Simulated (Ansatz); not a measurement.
**Two structures, one formula**

The two ends of one reaction step of CH8SSi, closed shell (PBE0-D4/def2-TZVP).

A:

| atom | x (Å) | y (Å) | z (Å) |
| --- | --- | --- | --- |
| Si1 | -0.8835 | -0.8862 | -0.1470 |
| S2 | 0.8438 | -1.7571 | 0.7781 |
| H3 | -1.4197 | -1.8020 | -1.1891 |
| H4 | -1.8624 | -0.7900 | 0.9655 |
| C5 | -0.5304 | 0.7860 | -0.8916 |
| H6 | 1.7706 | 1.0836 | 1.8841 |
| H7 | 1.8968 | 1.7880 | 2.1003 |
| H8 | 1.5634 | -1.8115 | -0.3556 |
| H9 | -1.4416 | 1.2059 | -1.3265 |
| H10 | -0.1546 | 1.4761 | -0.1341 |
| H11 | 0.2176 | 0.7071 | -1.6841 |

B:

Si1  (-0.321, 0.212, -0.064)
S2  (1.440, -2.627, 1.892)
H3  (-0.001, -0.952, -0.935)
H4  (-1.274, -0.225, 0.988)
C5  (-1.050, 1.603, -1.084)
H6  (2.229, -1.542, 1.920)
H7  (0.939, 0.661, 0.589)
H8  (1.643, -2.805, 0.578)
H9  (-1.973, 1.283, -1.573)
H10  (-1.282, 2.465, -0.454)
H11  (-0.351, 1.927, -1.858)
(Å)

Computed with Ansatz 0.2.0 (basis: def2-TZVPP); correlated methods freeze the cores. B3LYP uses VWN-RPA correlation.

Q: Which structure is lower at CCSD(T), and by how much? (An estimate is asked for; the value comes from the calculation.)

A: Computed: A, by 7.95 kcal/mol (electronic energy, against the other). By their contacts, A is a complex of CH₆SSi ([CH3][SiH2][SH]) + H₂ and B is a complex of CH₆Si ([CH3][SiH3]) + H₂S.

All methods give the same order:

```tsv
method	E(B) − E(A) (kcal/mol)
SPW92	8.81
PBE-D4	10.01
BLYP-D4	9.03
r2SCAN-D4	9.93
B97M-V	8.39
PBE0-D4	9.45
B3LYP-D4	8.47
r2SCAN0-D4	9.46
BHLYP-D4	7.75
CAM-B3LYP-D4	7.28
wB97X-V	8.26
wB97M-V	8.62
B2PLYP	8.13
PBE-QIDH	9.34
RPA on PBE	6.71
HF	4.72
MP2	10.17
CCSD	6.98
CCSD(T)	7.95
```

T1 diagnostic: at most 0.010.

Labels in which every atom is bracketed show which atoms are joined, not bond orders.

For scale, one of the runs: CCSD(T)/def2-TZVPP, 227 basis functions, launched by `ansatz run in.yaml --threads 4 --pin off --events-out ev --progress --plain --max-ram 9574MiB`. Time: 36 s of wall clock on 4 CPU threads of an Arm Neoverse V2; the host was shared. Peak host memory: 3.5 GiB.
